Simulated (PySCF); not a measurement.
Planning an EPR job on hexacarbon chain, `[C]=C=C=C=C=[C]` [triplet].

Method: UKS B3LYP, IGLO-III on C, non-relativistic, mean-field spin-orbit, GIAO (PySCF 2.14.0). Geometry: PBE0-D3(BJ)/def2-SVP. Work: unrestricted SCF, g, hyperfine, zero-field splitting, density and orbital grids written, density fitting. The command runs a driver script over a list of jobs; the input below is this job's line of settings and its coordinates in Å.

Command:
```bash
OMP_NUM_THREADS=1 python probes_run.py task.json out
```

Input:
```
{"job": {"kind": "epr"}, "charge": 0, "multiplicity": 3}
C     -3.168059    -0.332921     0.567183
C     -1.889630    -0.200175     0.335789
C     -0.623832    -0.068455     0.108707
C      0.631583     0.060987    -0.116324
C      1.897927     0.190145    -0.341446
C      3.176924     0.321303    -0.571228
```

Hardware: one thread, AMD EPYC 7B13 (x86_64), no GPU, shared host. PySCF's memory limit was set to 3200 MB.

Task: How large is the basis?

Result: 210 functions.

Task: Estimate the wall time.

Result: About 22 s. CPU seconds by part: SCF 7.5, spin–orbit mean field 1.3, g tensor 7.1, hyperfine 0.1, zero-field splitting 4.2.

Task: Estimate the peak memory.

Result: About 0.69 GiB. Peak memory is the resident size of the whole Python process, interpreter and libraries included.

Task: At this speed, how long would 20000 such jobs take on 8 cores, one job a core?

Result: 20000/8 gives 2500 rounds of 22 s, about 15 h of wall time and 120 core-hours, if the jobs don't slow each other.

The host was shared with other jobs, so the times are rough.

The run converged: ⟨S²⟩ 2.049; g_iso 2.0026; D 0.29 cm⁻¹.
